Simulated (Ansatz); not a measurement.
The same path of H₂O₂ (4 atoms, charge 0, multiplicity 1) was run twice with different band settings. The coordinate that changes most is the dihedral H3–O1–O2–H4.

These are results of RKS PBE-D4/def2-SVP (Ansatz), not measurements.

Relaxed end points:

```xyz
4
Properties=species:S:1:pos:R:3
O -0.485 -0.595 0.007
O 0.074 0.733 0.216
H 0.176 -1.130 0.493
H 0.234 0.992 -0.716
```

```xyz
4
Properties=species:S:1:pos:R:3
O -0.073 -0.733 -0.216
O 0.485 0.595 -0.007
H -0.235 -0.992 0.716
H -0.177 1.130 -0.493
```

Common settings: movable images 9; climbing image yes; optimiser quadratic models (default); start path through a guess of the saddle point; force threshold 0.05 eV/Å; iteration limit 60; end points relaxed.

| run | spring |
| --- | --- |
| 1 | 5.0 eV/Å² |
| 2 | 0.5 eV/Å² |

What does each run give, and how far can it be trusted?

Run 1: converged after 6 iterations, highest image 0.026 eV above the first end. A vibrational analysis at the climbing image gives one clearly imaginary mode, 267i cm⁻¹: a first-order saddle point.
Run 2: converged after 5 iterations, highest image 0.026 eV above the first end. Another band between the same ends (9 images) ends at a top of the same energy, where a vibrational analysis finds 1 clearly imaginary mode.
